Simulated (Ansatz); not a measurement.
# CCSDT/STO-3G run of SiO2 (silicon dioxide molecule)

What is the energy change on altering one bond length of SiO2 (silicon dioxide molecule) at CCSDT/STO-3G? 

Program for the calculation: Ansatz 0.2.0.

37 further runs of the same task are left out: 8 that didn't finish, 29 set aside as unsound or not needed.

## (1) The structure to begin with

The species is SiO2 (3 atoms), meant as a singlet with charge 0. SMILES: `O=[Si]=O`. The coordinates come from a GFN2-xTB relaxation.

Bond lengths: O1–Si2 1.491 Å, Si2–O3 1.491 Å. Angles: O1–Si2–O3 179.9°.

## (2) The energy at CCSDT/STO-3G

Input file job.yaml:

```yaml
crystal:
  periodic: [false, false, false]
  atoms:
    - {symbol: O, position_ang: [0.691230, 1.217290, 0.513740]}
    - {symbol: Si, position_ang: [-0.000730, 0.000440, -0.000160]}
    - {symbol: O, position_ang: [-0.690510, -1.217740, -0.513580]}
basis:
  gaussian: {orbitals: STO-3G}
correlation: {method: ccsdt, frozen_orbitals: {O: 1, Si: 5}}
accuracy: high
scf: {omitted_lower_state_checks: [cluster_reference, increment]}
```

Run with:

```console
ansatz run job.yaml --threads 1 --pin off --max-ram 2610MiB --events-out events.jsonl --progress --plain --runs-dir runs
```

The log of the run, shortened:

```text
Warning: RAYON_NUM_THREADS=1 ignored (pool sized by the plan → 1); use --threads N
Functional definition: HF
  name "HF"
[...]
324 factors; integrals over basis functions are off by at most 2.5e-8 eV
[...]
mean field -11786.17396341 eV, -433.1339041998 hartree, gradient 1.2e-8 eV, S^2 0.000000; 0 other end points of the search recorded, 0 dependent functions left out
7 core orbitals not correlated: weight in the atoms' cores, before any rotation towards them, 1.000 or more for the frozen orbitals, at most 0.000 for the correlated occupied ones
reference -11786.17396341 eV, -433.1339041998 hartree; 8, 8 occupied and 4, 4 virtual orbitals, 324 factors
second order -5.57591935 eV of doubles, -0.00000000 eV of singles
cycle   1  -4.15272606 eV  change     1.4e0 eV  update   3.0e-1
[...]
cycle  27  -6.08168828 eV  change  -1.1e-10 eV  update   1.8e-9
Total energy: -11792.25565170 eV, -433.3574021219 hartree
Checks for a lower state left out: cluster_reference, increment
```

Run time: 0.52 s. Hardware: 1 thread of AMD EPYC 7R43 (Zen 3), shared host.

## (3) The distorted shape at the same level

Input file job.yaml:

```yaml
crystal:
  periodic: [false, false, false]
  atoms:
    - {symbol: O, position_ang: [0.864230, 1.521520, 0.642222]}
    - {symbol: Si, position_ang: [-0.000730, 0.000440, -0.000160]}
    - {symbol: O, position_ang: [-0.690510, -1.217740, -0.513580]}
basis:
  gaussian:
    orbitals: STO-3G
magnetization:
  spin_polarized: false
correlation:
  method: ccsdt
  frozen_orbitals: {O: 1, Si: 5}
accuracy: high
scf:
  omitted_lower_state_checks: [cluster_reference, increment]
```

Run with:

```console
ansatz run job.yaml --threads 1 --pin off --max-ram 2610MiB --events-out events.jsonl --progress --plain --runs-dir runs
```

The log of the run, shortened:

```text
Warning: RAYON_NUM_THREADS=1 ignored (pool sized by the plan → 1); use --threads N
Functional definition: HF
  name "HF"
[...]
320 factors; integrals over basis functions are off by at most 1.5e-8 eV
[...]
mean field -11785.49938025 eV, -433.1091137258 hartree, gradient 1.7e-8 eV, S^2 0.000000; 3 other end points of the search recorded, 0 dependent functions left out; unrestricted orbitals would lower it
7 core orbitals not correlated: weight in the atoms' cores, before any rotation towards them, 1.000 or more for the frozen orbitals, at most 0.000 for the correlated occupied ones
reference -11785.49938025 eV, -433.1091137258 hartree; 8, 8 occupied and 4, 4 virtual orbitals, 320 factors
second order -4.74811065 eV of doubles, -0.00000000 eV of singles
cycle   1  -3.96389203 eV  change    7.8e-1 eV  update   2.7e-1
[...]
cycle  42  -6.00081771 eV  change  -3.8e-10 eV  update  3.3e-10
Total energy: -11791.50019796 eV, -433.3296397093 hartree
Checks for a lower state left out: cluster_reference, increment
```

Run time: 0.66 s. Hardware: 1 thread of AMD EPYC 7R43 (Zen 3), shared host.

## (4) Summary of results

At CCSDT/STO-3G, 7 core orbitals frozen:

| quantity | value |
| --- | --- |
| first shape: total energy | -433.35740 Eh |
| first shape: correlation energy (7 core orbitals frozen) | -223.5 mEh |
| first shape: T1 diagnostic | 0.037 |
| distorted shape: total energy | -433.32964 Eh |
| distorted shape: correlation energy (7 core orbitals frozen) | -220.5 mEh |
| distorted shape: T1 diagnostic | 0.068 |
| energy change with the O1–Si2 bond stretched from 1.491 to 1.864 Å | 0.755 eV |

**Reading.** With the O1–Si2 bond stretched from 1.491 to 1.864 Å the energy rises by 0.76 eV (72.9 kJ/mol). The first shape isn't relaxed at this level, so the change isn't measured from a minimum. The minimal basis adds a large error of its own. The T1 diagnostic (first shape) of 0.037 is above the customary mark for such species, so a single reference may not serve. The T1 diagnostic (distorted shape) of 0.068 is above the customary mark for such species, so a single reference may not serve. The restricted solution (distorted shape) is unstable to spin breaking: an unrestricted one lies lower.
